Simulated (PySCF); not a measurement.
## F: electron affinity

F⁻ [Ne] (1S) → F [He] 2s2 2p5 (2P), as a difference of total energies. Calculation: PySCF 2.14, in dyall-av3z; the non-relativistic Hamiltonian (point nucleus). Correlated levels: valence: 1s2 frozen; virtual orbitals above 40 to 60 times the deepest correlated orbital energy dropped. The calculations carry no spin-orbit coupling.

```
           method  electron affinity (eV)  plus first-order spin-orbit estimate  error of that sum (eV)
              UHF                   1.179                                 1.161                  -2.240
              LDA                   4.132                                 4.115                  +0.714
              PBE                   3.666                                 3.649                  +0.248
             PBE0                   3.242                                 3.224                  -0.177
           r2SCAN                   3.312                                 3.295                  -0.106
             MN15                   3.327                                 3.309                  -0.092
           revPBE                   3.549                                 3.532                  +0.131
          r2SCANh                   3.193                                 3.176                  -0.225
             PW91                   3.731                                 3.713                  +0.312
    MP2 (valence)                   3.636                                 3.619                  +0.218
SCS-MP2 (valence)                   3.451                                 3.433                  +0.032
```

Reference: 3.401 eV (measured; photodetachment measurements, as compiled on the Wikipedia data page of electron affinities).

A first-order spin-orbit estimate (lowest level to lowest level, LS coupling) adds -0.017 eV.

Errors of the correlated levels include the incompleteness of this basis and the frozen core.

In the anion the highest occupied orbital energy is positive at LDA, PBE, r2SCAN, revPBE, r2SCANh, PW91, a self-interaction effect; the basis confines that electron, and the energy difference can still be sensible.
